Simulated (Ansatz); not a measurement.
```yaml
crystal:
  periodic: [false, false, false]
  atoms:
    - {symbol: Mn, position_ang: [0.000000, 0.000000, -1.520519]}
    - {symbol: N, position_ang: [0.000000, 0.000000, 0.203244]}
    - {symbol: N, position_ang: [0.000000, 0.000000, 1.317275]}
basis:
  gaussian: {orbitals: def2-TZVP}
total_charge: 1
hamiltonian: {xc: pbe0}
relax: {f_tol: 0.004, max_steps: 80}
```

```sh
$ ansatz run in.yaml --threads 1 --pin off --events-out ev --progress --plain --max-ram 2176MiB
```

Steps of the relaxation (energy above the last step; positions in Å, forces in eV/Å):

```
3
step 1, 181.1 meV
Mn    0.000    0.000   -1.521    0.000    0.000   -2.639
N     0.000    0.000    0.203    0.000    0.000    4.129
N     0.000    0.000    1.317    0.000    0.000   -1.491
```

```
3
step 2, 74.3 meV
Mn    0.000    0.000   -1.547    0.000    0.000   -1.615
N     0.000    0.000    0.223    0.000    0.000    1.773
N     0.000    0.000    1.325    0.000    0.000   -0.158
```

```
3
step 3, 3.5 meV
Mn    0.000    0.000   -1.600    0.000    0.000   -0.256
N     0.000    0.000    0.249    0.000    0.000    0.684
N     0.000    0.000    1.350    0.000    0.000   -0.428
```

```
3
step 5, 0.0 meV
Mn    0.000    0.000   -1.613    0.000    0.000    0.000
N     0.000    0.000    0.258    0.000    0.000    0.002
N     0.000    0.000    1.355    0.000    0.000   -0.002
```

Close pairs at the end: N2–N3 1.097 Å, Mn1–N2 1.871 Å.

A stationary point of restricted PBE0 after 5 steps (its stability towards spin polarisation wasn't tested); no frequencies were run, so it isn't proven a minimum. 36 s on 1 thread of Arm Neoverse V1, shared host.
